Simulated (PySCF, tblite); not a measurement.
**C₅H₇ radical: geometry, infrared bands and EPR parameters**

What infrared bands and EPR parameters should C₅H₇ radical (`CC#C[CH]C`) show?

The runs use tblite 0.8.0 and PySCF 2.14.0, with density-fitted response routines of our own; the level of theory stands in each step. All values are computed, except where a source is named. Atoms count from 0, in the outputs and in this text.

### 1 The molecule as given

12 atoms, charge 0, multiplicity 2; geometry from: force field or distance geometry start.

Bonds of the start (Å): C0–C1 1.47, C1–C2 1.19, C2–C3 1.42, C3–C4 1.48, C0–H5 1.10, C0–H6 1.09, C0–H7 1.09, C3–H8 1.10, C4–H9 1.09, C4–H10 1.10, C4–H11 1.09.

### 2 Optimising the geometry with GFN2-xTB

Job settings and geometry (Å):

```
{"job": {"kind": "relax", "xc": "GFN2-xTB", "basis": "xTB"}, "charge": 0, "multiplicity": 2}
C      2.638500     0.530200     0.027400
C      1.253100     0.036400     0.090700
C      0.141000    -0.382600     0.162800
C     -1.198600    -0.858300     0.221100
C     -2.381100    -0.017800    -0.069400
H      2.664900     1.479700    -0.520400
H      3.036600     0.704600     1.026600
H      3.285400    -0.177700    -0.480900
H     -1.353600    -1.902000     0.519400
H     -3.040800     0.038900     0.800900
H     -2.950300    -0.451300    -0.907500
H     -2.093700     0.998900    -0.352600
```

Launch:

```bash
$ OMP_NUM_THREADS=1 python probes_run.py task.json out
```

The driver reads the jobs from task.json and runs them one after another.

**Question.** This job is followed by: GFN2-xTB harmonic vibrations, gas phase; UKS B3LYP, pcH-1 on C H, non-relativistic, mean-field spin-orbit, GIAO. What will the session give for the following? strongest single infrared mode (GFN2-xTB); zero-point energy (GFN2-xTB); g(iso) (B3LYP); ⟨S²⟩; largest a(iso) (averaged by class); potential on the surface of density 0.002 e/bohr³, 1st and 99th percentile.

The runs gave:

| quantity | value |
| --- | --- |
| strongest single infrared mode (GFN2-xTB) | 3064 cm⁻¹, 60 km/mol |
| zero-point energy (GFN2-xTB) | 60.6 kcal/mol |
| g(iso) (B3LYP) | 2.00272 |
| ⟨S²⟩ | 0.768 (exact 0.75) |
| largest a(iso) (averaged by class) | 13C on C3, 65.6 MHz |
| potential on the surface of density 0.002 e/bohr³, 1st and 99th percentile | -0.83 V and 0.81 V |

What this shows: The optimisation took 23 steps and gained 0.141 eV; among the close pairs (by a distance rule), C2–C3 changed most, from 1.423 to 1.359 Å. No mode is imaginary among the 30: a minimum at this level. The strongest single mode, at 3064 cm⁻¹, moves mainly H8. GFN2-xTB is a fitted tight-binding method: band positions and strengths are rough. Its intensities can rank the bands wrongly. The largest share of the spin, 0.76 e, sits on C3. The isotropic g lies 0.4 ppt above the free-electron value. These values are for one conformer; the search (at its own cheap level) found 1 more, at 0.61 kcal/mol, and measured spectra average over such forms.
